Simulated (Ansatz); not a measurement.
Start from `C#CCOCF` and change one atom or group to get `FCOCS`.

Ansatz, PBE0-D4/def2-TZVP geometries, multiplicity 1. Each molecule was computed in one conformer, which needn't be the lowest.

```json
{"property": "LUMO energy (PBE/def2-TZVPP) / eV", "`C#CCOCF`": "-0.77"}
{"property": "HOMO energy (ωB97M-V/def2-TZVPP) / eV", "`C#CCOCF`": "-10.43"}
{"property": "HOMO energy (PBE/def2-TZVPP) / eV", "`C#CCOCF`": "-6.88"}
{"property": "LUMO energy (PBE0/def2-TZVPP) / eV", "`C#CCOCF`": "0.28"}
{"property": "size of the dipole moment (PBE/def2-TZVPP) / D", "`C#CCOCF`": "1.34"}
{"property": "size of the dipole moment (B3LYP/def2-TZVPP) / D", "`C#CCOCF`": "1.47"}
```

**Question.** What does the change do to each property? (Estimate.)

**Answer.** The calculation gave: 
```json
{"property": "LUMO energy (PBE/def2-TZVPP) / eV", "`FCOCS`": "-0.61", "shift": "0.16"}
{"property": "HOMO energy (ωB97M-V/def2-TZVPP) / eV", "`FCOCS`": "-9.62", "shift": "0.81"}
{"property": "HOMO energy (PBE/def2-TZVPP) / eV", "`FCOCS`": "-6.11", "shift": "0.77"}
{"property": "LUMO energy (PBE0/def2-TZVPP) / eV", "`FCOCS`": "0.36", "shift": "0.08"}
{"property": "size of the dipole moment (PBE/def2-TZVPP) / D", "`FCOCS`": "0.83", "shift": "-0.51"}
{"property": "size of the dipole moment (B3LYP/def2-TZVPP) / D", "`FCOCS`": "0.94", "shift": "-0.53"}
```

With PBE0 the HOMO rises by 0.79 eV and the LUMO rises by 0.08 eV, so the gap narrows by about 0.71 eV. PBE moves the HOMO by 0.77 eV and ωB97M-V by 0.81 eV. Dipoles are sizes alone; their direction can turn.

B3LYP here is the variant with VWN-RPA as its local correlation; programs differ in this.
